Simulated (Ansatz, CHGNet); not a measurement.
Lattice parameter a (Å) of solids drawn from the class of elemental solids other than molecular ones, at two levels: the machine-learned potential CHGNet 0.3.0 (trained on PBE and PBE+U data), and r²SCAN (Ansatz, a program for electronic structure, plane waves, PAW).

```json
[
 {"solid": "bcc Nb", "CHGNet 0.3.0": "3.330", "r²SCAN": "3.303", "shift (%)": "-0.81"},
 {"solid": "bcc K", "CHGNet 0.3.0": "5.237", "r²SCAN": "5.348", "shift (%)": "+2.12"},
 {"solid": "fcc Pd", "CHGNet 0.3.0": "3.953", "r²SCAN": "3.908", "shift (%)": "-1.14"},
 {"solid": "fcc Pt", "CHGNet 0.3.0": "3.976", "r²SCAN": "3.940", "shift (%)": "-0.91"},
 {"solid": "grey tin (α-Sn)", "CHGNet 0.3.0": "6.656", "r²SCAN": "6.566", "shift (%)": "-1.35"},
 {"solid": "fcc Ir", "CHGNet 0.3.0": "3.876", "r²SCAN": "3.844", "shift (%)": "-0.83"},
 {"solid": "bcc Li", "CHGNet 0.3.0": "3.409", "r²SCAN": "3.477", "shift (%)": "+1.99"},
 {"solid": "bcc Rb", "CHGNet 0.3.0": "5.486", "r²SCAN": "5.747", "shift (%)": "+4.76"},
 {"solid": "fcc Ag", "CHGNet 0.3.0": "4.159", "r²SCAN": "4.104", "shift (%)": "-1.32"},
 {"solid": "bcc V", "CHGNet 0.3.0": "2.996", "r²SCAN": "2.982", "shift (%)": "-0.47"}
]
```

The shifts run from -1.35 % to +4.76 %, with a median of -0.82 %.

Of 10 rows, r²SCAN is the larger in 3 and the smaller in 7.

Ansatz's runs of these crystals have no spin polarisation. Meta-GGAs and exact exchange favour moments, which can bear on fcc Pd, fcc Pt, bcc V.

Spin–orbit coupling is left out, also for the solids with elements from indium on (fcc Pt, grey tin (α-Sn), fcc Ir); its size isn't shown.

Ansatz's density-functional and Hartree–Fock values are scalar-relativistic unless marked +SOC, with PAW data made under PBE.
